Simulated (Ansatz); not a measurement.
Molecule: CH2Cl, charge -1, multiplicity 1. It need not be the lowest isomer of its formula. Whether it binds its extra electron was not tested at this geometry. 
Coordinates optimised at B3LYP-D3(BJ)/def2-TZVP (Ansatz, a quantum-chemistry and plane-wave program):
SMILES: [CH2-]Cl
```xyz
4

C      0.0191     0.1527    -1.3275
Cl    -0.0112     0.0067     0.6476
H      0.9011    -0.4948    -1.5076
H     -0.8255    -0.5347    -1.5371
```
Charge -1, spin multiplicity 1.

Parts of the frozen-core correlation energy in STO-3G (Ansatz, hartree). Frozen orbitals: 6; correlated occupied orbitals by spin: 7 and 7; virtual: 3 and 3. No spin-orbit coupling. No relativistic terms.

| term | value |
|---|---|
| reference (HF) | -492.93107 |
| MP2 opposite-spin | … |
| MP2 same-spin | … |
| CCSD correlation | … |
| (T) | -0.00052 |
| FCI minus CCSD(T) | -0.00012 |
| T1 diagnostic | 0.008 |
| largest doubles amplitude | 0.077 |

Q: What belongs in the gaps?

A: 
- MP2 opposite-spin, value: -0.04154
- MP2 same-spin, value: -0.00230
- CCSD correlation, value: -0.06188
